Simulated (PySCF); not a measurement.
# HSN: bend–stretch map

Method: PBE0/[S def2-TZVP, N def2-TZVP, H def2-TZVP], no relativity, density fitting, PySCF.

Rigid scan from the singlet minimum (S–H 1.417 Å, S–N 1.488 Å; H–S–N 109.8°). Coordinate: rows scale both bonds, columns set the N–S–H angle. Energies in kJ/mol from the minimum.

| scale \ angle | 90 | 105 | 120 | 135 | 150 | 165 | 180 |
| --- | --- | --- | --- | --- | --- | --- | --- |
| 0.94 | 93.1 | 38.8 | 44.7 | 100.2 | 198.2 | 333.4 | 480.3 |
| 0.97 | 60.4 | ? | 18.5 | 72.4 | 166.2 | 295.3 | 442.3 |
| 1.00 | 46.9 | 2.5 | 11.0 | ? | ? | 275.5 | 421.2 |
| 1.03 | 48.5 | 8.6 | 18.0 | 68.4 | 153.7 | ? | 411.3 |
| 1.06 | ? | 25.9 | 36.2 | 84.7 | 165.9 | 276.2 | 410.9 |
| 1.10 | 93.0 | 62.1 | 73.3 | 119.3 | 195.1 | 297.4 | 422.6 |

Task: Fill in the five missing cells, row by row.

Result: 11.2, 63.2, 152.8, 270.2, 61.8.

The bond scale of lowest energy on the grid is 1.00 at 90°, 1.00 at 105°, 1.00 at 120°, 1.00 at 135°, 1.00 at 150°, 1.03 at 165°, 1.06 at 180°.

The scan took about 110 core-seconds on a shared host.
